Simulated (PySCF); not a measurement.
Compound: C2H8N (charge +1).
Numbering: `[CH3:1][CH2:2][NH3+:3]` (hydrogens: H4, H5, H6 on C1; H7, H8 on C2; H9, H10, H11 on N3)

The same species was optimised twice, with GFN2-xTB and with PBE0-D3(BJ)/def2-SVP (PySCF), and the same property calculations (PySCF, gas phase) were run on both structures.

```csv
coordinate,GFN2-xTB,PBE0-D3(BJ)/def2-SVP,change
C1–H5 (Å),1.087,1.101,+0.014
C1–H6 (Å),1.087,1.101,+0.014
C1–H4 (Å),1.086,1.099,+0.013
C2–H7 (Å),1.091,1.099,+0.008
C2–H8 (Å),1.091,1.099,+0.008
C2–N3 (Å),1.500,1.506,+0.006
C1–C2 (Å),1.514,1.508,-0.006
N3–H9 (Å),1.028,1.028,0.000
N3–H11 (Å),1.029,1.029,0.000
N3–H10 (Å),1.029,1.029,0.000
N3–C2–H7 (°),108.3,106.2,-2.1
N3–C2–H8 (°),108.3,106.2,-2.1
C2–N3–H11 (°),109.7,111.4,+1.7
C2–N3–H10 (°),109.7,111.4,+1.7
C1–C2–H7 (°),110.8,112.4,+1.6
C1–C2–H8 (°),110.8,112.4,+1.6
H9–N3–H10 (°),108.9,107.3,-1.6
H9–N3–H11 (°),108.8,107.4,-1.4
```

Rotational constants: A = 29415, B = 8534, C = 7513 MHz (GFN2-xTB) against A = 29705, B = 8359, C = 7400 MHz (PBE0-D3(BJ)/def2-SVP). Point groups within 0.08 Å: Cs and Cs.

On the GFN2-xTB structure: HOMO (eV) -15.35 [PBE0/pcSseg-1]; LUMO (eV) -4.94 [PBE0/pcSseg-1]; GIAO shielding of C1 (ppm) 171.4 [PBE0/pcSseg-1]; GIAO shielding of C2 (ppm) 141.6 [PBE0/pcSseg-1]; GIAO shielding of N3 (ppm) 204.0 [PBE0/pcSseg-1].

Problem. What do these properties become on the PBE0-D3(BJ)/def2-SVP structure?

Solution. 
| property | level | on GFN2-xTB | on PBE0-D3(BJ)/def2-SVP | change |
| --- | --- | --- | --- | --- |
| HOMO (eV) | PBE0/pcSseg-1 | -15.35 | -15.25 | +0.10 |
| LUMO (eV) | PBE0/pcSseg-1 | -4.94 | -4.93 | +0.01 |
| energy, GFN2-xTB geometry as zero (kcal/mol) | PBE0/pcSseg-1 | 0.0 | -0.5 | -0.5 |
| GIAO shielding of C1 (ppm) | PBE0/pcSseg-1 | 171.4 | 170.6 | -0.8 |
| GIAO shielding of C2 (ppm) | PBE0/pcSseg-1 | 141.6 | 139.7 | -1.9 |
| GIAO shielding of N3 (ppm) | PBE0/pcSseg-1 | 204.0 | 204.7 | +0.7 |

The heavy atoms differ by 0.012 Å rms after alignment. Among all bonds C1–H4, C1–H5 and C1–H6 change most and about equally (+0.013 to +0.014 Å). Changes are differences of the printed values. Neither structure is proved a minimum here. Isolated species at its PBE0-D3(BJ)/def2-SVP geometry, gas phase.
